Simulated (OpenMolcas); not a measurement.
## Converging the integration grid for PO (SMILES O=[P])

PO has 2 atoms, charge 0, and is taken as a doublet. As SMILES, `O=[P]`. The shape is that of a PBE0-D4/def2-TZVP optimisation.

```xyz
2

O     0.0000    0.0000   -0.0095
P     0.0000    0.0000    1.4645
```

Program: OpenMolcas 26.06. Method: UM06-2X/cc-pVQZ. Swept: integration grid. Watched: the HOMO energy (highest over α and β). Each run: gradient. Hardware: 1 thread of Arm Neoverse V1, shared host.

The last row is the best point of the sweep, not the limit.

| integration grid | value (eV) | from the best (eV) | wall time |
| --- | --- | --- | --- |
| Coarse | -6.7339 | +0.0239 | 23 s |
| SG1Grid | -6.7759 | -0.0181 | 17 s |
| Fine | -6.7590 | -0.0013 | 23 s |
| UltraFine | -6.7577 | 0.0000 | 44 s |

Which is the coarsest setting good to 0.01 eV?

Fine: it is 0.0013 eV off and takes 23 s, against 44 s for UltraFine.

Which is the coarsest setting good to 0.02 eV?

SG1Grid: it is 0.0181 eV off and takes 17 s, against 44 s for UltraFine.
